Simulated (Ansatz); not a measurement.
The reference is InP in the zinc blende structure (space group F-43m, No. 216; a = 5.879 Å).

Level of theory: Kohn–Sham DFT with the PBEsol functional, run in Ansatz (an electronic-structure program) with PAW and 420 eV plane waves, no SOC, earlier PAW set.

The change: every In is replaced by Ga; the structure is relaxed again.

Measured band gap: InP 1.47 eV (static lattice; corrected from measurement; as listed in Wei Chen et al., Physical Review Materials (2018)); GaP 2.43 eV (static lattice; corrected from measurement; as listed in Wei Chen et al., Physical Review Materials (2018)).

Measured lattice parameter a: InP 5.858 Å (static lattice; corrected from measurement; as listed in Daniel Mejia-Rodriguez, S. B. Trickey, Phys. Rev. B (2018)); GaP 5.439 Å (static lattice; corrected from measurement; as listed in Daniel Mejia-Rodriguez, S. B. Trickey, Phys. Rev. B (2018)).

Problem. How well does PBEsol reproduce the measured shift?

Solution. With PBEsol the band gap moves by +0.89 eV (0.57 → 1.45) against +0.96 eV measured; the lattice parameter a moves by -0.440 Å (5.879 → 5.439) against -0.419 Å measured.

Stability against distortions was not tested.
